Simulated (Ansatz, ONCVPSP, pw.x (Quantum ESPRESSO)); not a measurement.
What a changed setting does to a pw.x run (diamond Si)

Potential: optimised norm-conserving Vanderbilt (ONCV), ONCVPSP 4.0.1.1 (patched build), PBE; core [Ne], reference 3s2 3p2; waves: 3s: rc 1.72 bohr, ncon 4, nbas 9, qcut 4.2 1/bohr, 1 projector; 3p: rc 2.64 bohr, ncon 4, nbas 9, qcut 3 1/bohr, 1 projector; d scattering state at 0.37 Ha: rc 2.88 bohr, ncon 3, nbas 6, qcut 3.7 1/bohr, 3 projectors, debl 1.3 Ha; local part: polynomial inside 1.72 bohr (lpopt 4, dvloc0 4 Ha); core correction: polynomial model core, fcfact 0.4.

The reference run (k-mesh 8³, cutoffs 50/200 Ry, Fermi–Dirac 0.01 Ry, mixing_beta 0.4, conv_thr 1e-9, no spin) gives -1.22 GPa at 20.463 Å³/atom, where all-electron LAPW gives -0.05 GPa. This run, with its own iteration cap, changes degauss to 0.02.

```
&control
  calculation='scf', prefix='x', pseudo_dir='./', outdir='./tmp', tstress=.true., disk_io='none'
/
&system
  ibrav=0, nat=2, ntyp=1, ecutwfc=50, ecutrho=200, nbnd=11,
  occupations='smearing', smearing='fd', degauss=0.02
/
&electrons
  conv_thr=1e-09, mixing_beta=0.4, electron_maxstep=50
/
ATOMIC_SPECIES
Si 1.0 Si.UPF
CELL_PARAMETERS angstrom
  0.00000000 2.73520428 2.73520428
  2.73520428 0.00000000 2.73520428
  2.73520428 2.73520428 0.00000000
ATOMIC_POSITIONS crystal
Si 0.0000 0.0000 0.0000
Si 0.2500 0.2500 0.2500
K_POINTS automatic
8 8 8 0 0 0
```

```bash
pw.x < Si.scf.in > Si.scf.out
```

Problem. How does the run end?

Solution. It converges in 8 iterations; the free energy moves by -6.0 meV/atom and the pressure by -0.06 GPa. In a metal, with Fermi–Dirac smearing, F lies below its zero-width value by a term in the square of the width.

```
Message from routine setup:
     using ibrav=0 with symmetry is DISCOURAGED, use correct ibrav instead
     lattice parameter (alat)  =       7.3098  a.u.
     unit-cell volume          =     276.1823 (a.u.)^3
     number of electrons       =         8.00
     number of Kohn-Sham states=           11
     kinetic-energy cutoff     =      50.0000  Ry
     charge density cutoff     =     200.0000  Ry
     scf convergence threshold =      1.0E-09
     Exchange-correlation= PBE
     number of k points=    29  Fermi-Dirac smearing, width (Ry)=  0.0200
     iteration #  1     ecut=    50.00 Ry     beta= 0.40
     total energy              =     -20.88142622 Ry
     estimated scf accuracy    <       0.05475288 Ry
     iteration #  2     ecut=    50.00 Ry     beta= 0.40
     total energy              =     -20.87883147 Ry
     estimated scf accuracy    <       0.01546622 Ry
     iteration #  3     ecut=    50.00 Ry     beta= 0.40
     total energy              =     -20.87946175 Ry
     estimated scf accuracy    <       0.00019786 Ry
     iteration #  4     ecut=    50.00 Ry     beta= 0.40
     c_bands:  1 eigenvalues not converged
     total energy              =     -20.87947438 Ry
     estimated scf accuracy    <       0.00000150 Ry
     iteration #  5     ecut=    50.00 Ry     beta= 0.40
     total energy              =     -20.87947480 Ry
     estimated scf accuracy    <       0.00000013 Ry
     iteration #  6     ecut=    50.00 Ry     beta= 0.40
     total energy              =     -20.87947482 Ry
     estimated scf accuracy    <          6.2E-09 Ry
     iteration #  7     ecut=    50.00 Ry     beta= 0.40
     total energy              =     -20.87947482 Ry
     estimated scf accuracy    <          1.5E-09 Ry
     iteration #  8     ecut=    50.00 Ry     beta= 0.40
     the Fermi energy is     6.2335 ev
!    total energy              =     -20.87947482 Ry
     estimated scf accuracy    <          1.3E-11 Ry
     smearing contrib. (-TS)   =      -0.00337001 Ry
     The total energy is F=E-TS. E is the sum of the following terms:
     one-electron contribution =       4.86253357 Ry
     hartree contribution      =       1.11246258 Ry
     xc contribution           =     -10.17624686 Ry
     ewald contribution        =     -16.67485410 Ry
     convergence has been achieved in   8 iterations
          total   stress  (Ry/bohr**3)                   (kbar)     P=      -12.82
     Message from routine punch:
     Nothing written, as per user request (disk_io='none')
```

The run took about 16 s on one core of a shared host (Neoverse-N1, 64 threads, 124 GiB, load 49).
